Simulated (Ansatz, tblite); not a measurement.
Cost and result up the ladder for the cluster P3⁻ (3 atoms). Charge -1, multiplicity 1. Geometry: PBE-D4/def2-TZVPD.

```xyz
3

P     0.659   -1.220    1.391
P     0.000    0.000    0.000
P    -0.659    1.220   -1.391
```

Ansatz on 4 threads of Arm Neoverse V2 on a shared host; xTB runs through tblite on one thread. Times are rough, summed over both states, and most runs start from the orbitals of an earlier one. B2PLYP/def2-TZVPD serves as the yardstick here, not as an exact answer. The other state is a triplet at its own geometry.

The xTB rows come from tblite. HSE06 is defined as in plane-wave codes, on full-range PBE exchange. Correlated methods freeze 15 core orbitals. In CCSD on the charge -1 triplet the largest single amplitude is 0.23, so its Hartree–Fock determinant may place the open shell otherwise than the density functionals do. The structure comes from a short search, and lower isomers may exist.

Run but left out: HF/STO-3G (singlet: restricted singlet, unstable in another Hartree–Fock run and untested here); HF/def2-TZVPD, HF/def2-TZVPPD (singlet: restricted singlet, unstable towards broken spin symmetry); MP2/def2-TZVPD, MP2/def2-TZVPPD (triplet: ⟨S²⟩ 2.44, where a pure state has 2.00).

Correlated methods converge slowly with the basis.

xTB has no spin-polarisation term.

```
                          level  functions  wall time
                       GFN1-xTB         27    0.004 s
                       GFN2-xTB         27    0.004 s
PBE-D4/def2-TZVPD (with forces)        129      1.9 s
             RPA@PBE/def2-TZVPD        129      2.5 s
            HSE06-D4/def2-TZVPD        129      2.6 s
             PBE0-D4/def2-TZVPD        129        4 s
            BHLYP-D4/def2-TZVPD        129      4.1 s
              B2PLYP/def2-TZVPD        129      4.2 s
           r2SCAN-D4/def2-TZVPD        129      4.3 s
          r2SCAN0-D4/def2-TZVPD        129      8.7 s
            CCSD(T)/def2-TZVPPD        144       10 s
             ωB97M-V/def2-TZVPD        129       15 s
```

Q: Estimate what each level gives for the triplet − singlet (eV).

A: 
```csv
level,triplet − singlet (eV),difference from B2PLYP/def2-TZVPD (eV),remarks
GFN1-xTB,1.65,0.69,–
GFN2-xTB,0.47,-0.49,–
PBE-D4/def2-TZVPD (with forces),0.86,-0.10,HOMO above zero (triplet)
RPA@PBE/def2-TZVPD,0.83,-0.13,–
HSE06-D4/def2-TZVPD,0.74,-0.22,–
PBE0-D4/def2-TZVPD,0.72,-0.23,–
BHLYP-D4/def2-TZVPD,0.52,-0.44,–
B2PLYP/def2-TZVPD,0.96,0.00,–
r2SCAN-D4/def2-TZVPD,0.79,-0.17,HOMO above zero (triplet)
r2SCAN0-D4/def2-TZVPD,0.64,-0.31,–
CCSD(T)/def2-TZVPPD,0.93,-0.02,"large T1 (0.022) (singlet), large T1 (0.062) (triplet), restricted SCF unstable (singlet), spin-contaminated (⟨S²⟩ 2.44) (triplet)"
ωB97M-V/def2-TZVPD,0.79,-0.16,–
```
